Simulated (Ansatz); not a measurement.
**N₂O: how energies converge with the basis set**

One table from this session's results is given with a row withheld; the runs are named, their logs left out.

Computed with Ansatz 0.2.0, Gaussian basis. Level: one geometry, several basis sets.

The runs, in order: PBE0-D4/def2-SVP; ωB97M-V/def2-SVP; PBE0-D4/def2-QZVPP; ωB97M-V/def2-QZVPP; CCSD(T)/cc-pV(D+d)Z; CCSD(T)/cc-pV(T+d)Z; CCSD(T)/cc-pV(Q+d)Z; the functionals' def2-TZVPP values are taken from earlier runs.

### The relaxed structure

The geometry comes from an earlier relaxation with PBE0-D4 in a triple-zeta def2 set; it is a stationary point.

3 atoms, charge 0, spin multiplicity 1.

Atoms are counted from 1 here; the program's logs count them from 0.

Bond lengths: N1–N2 1.118 Å, N2–O3 1.174 Å. Angles: N1–N2–O3 180.0°.

Geometry (Å):

```xyz
3

N    -0.5117    1.0013   -0.1679
N    -0.0084    0.0165   -0.0028
O     0.5201   -1.0178    0.1707
```

Set-up of the first run:

Input file in.yaml:

```yaml
crystal:
  periodic: [false, false, false]
  atoms:
    - {symbol: N, position_ang: [-0.511673, 1.001271, -0.167931]}
    - {symbol: N, position_ang: [-0.008437, 0.016545, -0.002767]}
    - {symbol: O, position_ang: [0.520110, -1.017806, 0.170688]}
basis:
  gaussian: {orbitals: def2-SVP}
hamiltonian: {xc: pbe0, dispersion: d4}
output: {orbitals: {seedname: orbitals}}
```

Steps of the session up to this table: PBE0-D4 in def2-SVP; ωB97M-V in def2-SVP; PBE0-D4 in def2-QZVPP; ωB97M-V in def2-QZVPP.

One of the session's tables, all rows but one given; the rest of the session is left out.

It belongs to the step «Functionals by basis». 

| functional | basis | HOMO (eV) | LUMO (eV) |
| --- | --- | --- | --- |
| PBE0-D4 | def2-SVP | -9.71 | -0.06 |
| PBE0-D4 | def2-TZVPP | ? | ? |
| PBE0-D4 | def2-QZVPP | -9.84 | -0.24 |
| ωB97M-V | def2-SVP | -11.90 | 2.45 |
| ωB97M-V | def2-TZVPP | -12.07 | 2.24 |
| ωB97M-V | def2-QZVPP | -12.10 | 2.13 |

Estimate the missing values for PBE0-D4, def2-TZVPP.

As computed: HOMO (eV): -9.82; LUMO (eV): -0.18. In the column «HOMO (eV)» it lies between PBE0-D4, def2-QZVPP (-9.84) and PBE0-D4, def2-SVP (-9.71).
